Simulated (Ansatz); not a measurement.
# H3Ge–BH2⁺, doublet: reading a ladder of total energies

Geometry: that of the H3Ge–BH2, triplet, kept fixed.

```xyz
7

Ge   -0.0092    0.0000    0.3056
B     0.1338    0.0000   -1.8952
H     0.7100   -1.2821    0.7492
H     0.7100    1.2821    0.7492
H    -1.4876    0.0000    0.7272
H    -0.3540   -1.0970   -1.9610
H    -0.3540    1.0970   -1.9610
```

Basis cc-pVDZ; Ansatz 0.2.0. Only valence electrons are correlated (noble-gas cores and the filled d shells of p-block atoms frozen), which leaves 11 electrons in 51 orbitals. Prefix R: restricted or restricted open-shell reference; prefix U: unrestricted. No spin–orbit coupling is included, and no scalar relativity.

Full CI isn't at hand for all of this; UCCSDT(Q) serves as the reference, and is uncertain by the last step of the cluster series or more.

UCCSD has a T1 diagnostic of 0.016 and a largest doubles amplitude of 0.04.

Runs differ by some tens of microhartree through their thresholds and, for an open shell, their frozen cores, so steps under 0.03 kcal/mol mean nothing.

```json
{"level": "UHF", "total energy (hartree)": "-2102.518853"}
{"level": "UMP2", "total energy (hartree)": "-2102.679344"}
{"level": "UCCSD", "total energy (hartree)": "-2102.723593"}
{"level": "UCCSD(T)", "total energy (hartree)": "-2102.727873"}
{"level": "UCCSDT", "total energy (hartree)": "-2102.729010"}
{"level": "UCCSDT(Q)", "total energy (hartree)": "-2102.729143"}
```

**Question.** What is the correlation energy at UCCSDT(Q), and what share of it do UMP2 and UCCSD recover?

**Answer.** E(corr) = -2102.729143 − (-2102.518853) = -0.210290 hartree = -5.722 eV. UMP2: -0.160491 / -0.210290 = 76.32 %. UCCSD: -0.204740 / -0.210290 = 97.36 %.

**Question.** By how many kcal/mol does UCCSD(T) miss UCCSDT(Q) (1 hartree = 627.509 kcal/mol), and which steps make up the rest?

**Answer.** -2102.727873 − (-2102.729143) = 0.001270 hartree = 0.80 kcal/mol. Steps: UCCSDT − UCCSD(T) = -0.71, UCCSDT(Q) − UCCSDT = -0.08 kcal/mol. That is within 1 kcal/mol of the reference in this basis, which itself misses far more of the correlation at the basis-set limit.
